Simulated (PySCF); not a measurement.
**Relaxation of singlet P(OH)3**

Level of theory: PBE0/[P def2-TZVP, O def2-TZVP, H def2-TZVP], no relativity, density fitting, PySCF. A (50,194) grid was used.

A hand-made trigonal planar (heavy-atom frame) start, of C3h symmetry, held to at least that symmetry:

```xyz
7
charge 0 multiplicity 1, angstrom
P     0.0000    0.0000    0.0000
O     1.7400    0.0000    0.0000
O    -0.8700    1.5069    0.0000
O    -0.8700   -1.5069    0.0000
H     2.3571   -0.7354    0.0000
H    -0.5417    2.4090    0.0000
H    -1.8154   -1.6736    0.0000
```

Optimiser trace:
| step | E − E(last) (kJ/mol) | largest gradient (Eh/bohr) |
| --- | --- | --- |
| 0 | 5.09 | 0.01586 |
| 1 | 2.18 | 0.00241 |
| 2 | 1.38 | 0.00309 |
| 3 | 0.75 | 0.00438 |
| 4 | 0.19 | 0.00401 |
| 5 | 0.02 | 0.00113 |
| 6 | 0.00 | 0.00014 |
| 7 | 0.00 | 0.00002 |

It ends at C3h with O–H 0.970 Å (×3), P–O 1.722 Å (×3); H–O–P 120.5° (×3), O–P–O 120.0° (×3). A frequency run shows 3 imaginary modes, down to 681i cm⁻¹, so it is a higher-order saddle point.

Final geometry:
Coordinates in bohr (charge 0 multiplicity 1):
```
P     0.0000    0.0000    0.0000
O     3.2514    0.1266    0.0000
O    -1.7353    2.7525    0.0000
O    -1.5161   -2.8791    0.0000
H     4.2429   -1.4158    0.0000
H    -0.8953    4.3824    0.0000
H    -3.3476   -2.9666    0.0000
```

The relaxation took of the order of 60 core-seconds on a shared host.
